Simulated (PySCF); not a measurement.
# Dipole moment and polarisability across levels of theory

Compound: C4H8.
Cartesian coordinates in Å at the PBE0-D3(BJ)/def2-SVP level; atoms count from 1:
```xyz
12
C4H8 angstrom
C      1.3534   -0.3446    0.7066
C      0.1957   -0.0532    0.1019
C     -1.0667   -0.8108    0.3879
C      0.0777    1.0509   -0.9065
H      2.2672    0.2158    0.4896
H      1.4256   -1.1538    1.4391
H     -1.8528   -0.1346    0.7654
H     -0.9112   -1.6058    1.1304
H     -1.4667   -1.2699   -0.5324
H      1.0324    1.5719   -1.0614
H     -0.2642    0.6581   -1.8795
H     -0.6750    1.7932   -0.5901
```

PySCF, dipoles from the SCF density, polarisabilities from static response with core orbitals frozen. Geometry: PBE0-D3(BJ)/def2-SVP; no solvent, vibrations or thermal averaging.

Reference dipole: 0.503 D (measured, gas; NIST CCCBDB Release 22 (SRD 101), experimental dipoles). Reference dipole: 0.500 D (measured, unstated (gas or solution; conformer average); Muller, Mokrushina, Arlt, J. Chem. Eng. Data 57 (2012) 1231, supporting information). Reference polarisability: 7.880 Å³ (measured, gas; NIST CCCBDB Release 22 (SRD 101), experimental polarizabilities). Errors are taken against the first value of each kind. The anisotropy is √(½[(α1 − α2)² + (α2 − α3)² + (α3 − α1)²]).

```
              level  μ (D)  error (%)  α (au)  error (%)  anisotropy (au)
      LDA/def2-SVPD  0.640      +27.3   54.48       +2.5            20.19
      PBE/def2-SVPD  0.583      +15.9   53.64       +0.9            20.12
    B3LYP/def2-SVPD  0.563      +11.9   52.61       -1.1            19.78
     PBE0/def2-SVPD  0.574      +14.0   52.06       -2.1            19.57
BHandHLYP/def2-SVPD  0.558      +11.0   51.21       -3.7            19.53
CAM-B3LYP/def2-SVPD  0.570      +13.4   51.92       -2.4            19.44
  wB97X-D/def2-SVPD  0.578      +14.9   51.97       -2.3            19.20
  LC-wPBE/def2-SVPD  0.569      +13.1   50.54       -5.0            18.83
       HF/def2-SVPD  0.564      +12.2   50.25       -5.5            19.76
        PBE0/6-31G*  0.523       +3.9   42.63      -19.8            23.41
       PBE0/6-31+G*  0.588      +16.9   48.70       -8.4            20.91
      PBE0/def2-SVP  0.595      +18.3   44.88      -15.6            22.85
   PBE0/aug-cc-pVDZ  0.588      +16.8   53.56       +0.7            19.75
     PBE0/def2-TZVP  0.575      +14.2   50.74       -4.6            21.48
    PBE0/def2-TZVPD  0.581      +15.5   53.29       +0.2            19.76
```

For the dipole, the smallest error is 3.9% (PBE0/6-31G*) and the largest 27.3% (LDA/def2-SVPD). For the polarisability, the smallest error is 0.2% (PBE0/def2-TZVPD) and the largest 19.8% (PBE0/6-31G*). The dipole runs from 0.52 D (PBE0/6-31G*) to 0.64 D (LDA/def2-SVPD). In one basis (def2-SVPD) the functionals order the polarisability from HF (lowest) to LDA (highest), a spread of 8%. With PBE0 the polarisability is 46.08 au without diffuse functions (mean of 6-31G*, def2-SVP and def2-TZVP) and 51.90 au with them (mean of 6-31+G*, def2-SVPD, aug-cc-pVDZ and def2-TZVPD). Measured values can belong to vibrating molecules and may average over conformers; the computed ones are for one fixed geometry.
